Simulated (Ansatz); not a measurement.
Geometry optimisation, RKS revPBE-D4/def2-SVP in Ansatz 0.2.0.

The input (input.yaml):

```yaml
crystal:
  periodic: [false, false, false]
  atoms:
    - { symbol: "N", position_ang: [-0.0347, 1.0725, -0.166] }
    - { symbol: C, position_ang: [0.3026, -0.0682, 0.392] }
    - { symbol: C, position_ang: [0.0798, -1.2098, -0.2015] }
    - { symbol: S, position_ang: [-0.102, -2.7833, -0.9948] }
    - { symbol: H, position_ang: [-0.02537, 1.08627, -1.23684] }
    - { symbol: H, position_ang: [0.47895, 1.94259, 0.16755] }
    - { symbol: H, position_ang: [0.8938, 0.0169, 1.3229] }
basis:
  gaussian: { orbitals: def2-SVP }
hamiltonian:
  xc: revpbe
  dispersion: d4
relax:
  f_tol: 0.015
  max_steps: 40
```

Command:

```bash
$ ansatz run input.yaml --threads 1 --pin off --max-ram 2048MiB --backend cpu --events-out ev --progress --plain --runs-dir out
```

Where does it end, and by what steps?

It converged. After 11 steps the energy has fallen by 1.070 eV; H6 moved furthest, 0.34 Å.

```tsv
step	energy less start (eV)	largest force component (eV/Å)	accepted
0	0.0000	7.035	yes
1	-0.7429	3.242	yes
2	-1.0055	1.093	yes
3	-1.0243	0.677	yes
4	-1.0583	0.392	yes
5	-1.0484	0.479	no
6	-1.0686	0.165	yes
7	-1.0657	0.286	no
8	-1.0701	0.062	yes
9	-1.0700	0.074	no
10	-1.0704	0.015	yes
11	-1.0705	0.002	yes
```

```xyz
7
Properties=species:S:1:pos:R:3
N -0.034 1.184 -0.147
C 0.325 -0.089 0.375
C 0.201 -1.267 -0.239
S -0.020 -2.665 -0.948
H -0.274 1.133 -1.144
H 0.731 1.862 -0.040
H 0.664 -0.102 1.427
```

Whether the end is a true minimum wasn't checked by a vibrational analysis.

Time of the run: 26 s on 1 thread of Intel(R) Xeon(R) Processor @ 2.70GHz, on a shared host, peak memory 0.15 GiB.
